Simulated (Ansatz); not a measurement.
Reaction (SMILES): [CH3] (CH3) → CH3+ (singlet, bonded as [CH3]) + e-
B3LYP-D3(BJ)/def2-TZVP geometries, fixed; electronic energies without zero-point terms.

Effect of the final integration grid (spheres per factor e of radius in core and valence, angular degree) at PBE0/def2-TZVPP with Ansatz (a first-principles code), against the last row, where the adiabatic ionisation energy is 9.95 eV. Open shells are unrestricted. The default's grid is 13, 11, 36.

```
setting                     largest shift of a total energy (mEh)  shift of the adiabatic ionisation energy (eV)
--------------------------  -------------------------------------  ---------------------------------------------
accuracy: medium (default)                                  0.000                                          0.000
final_grid: 4, 3, 11                                        2.497                                          0.011
final_grid: 6, 5, 17                                       -0.014                                          0.000
final_grid: 8, 7, 23                                        0.003                                          0.000
final_grid: 10, 9, 29                                       0.000                                          0.000
final_grid: 18, 15, 47                                      0.000                                          0.000
final_grid: 26, 22, 59                                      0.000                                          0.000
```

Within 0.002 eV in the adiabatic ionisation energy: accuracy: medium (default); final_grid: 6, 5, 17; final_grid: 8, 7, 23; final_grid: 10, 9, 29; final_grid: 18, 15, 47. The largest shift is 2.497 mEh in a total energy and 0.011 eV in the difference.
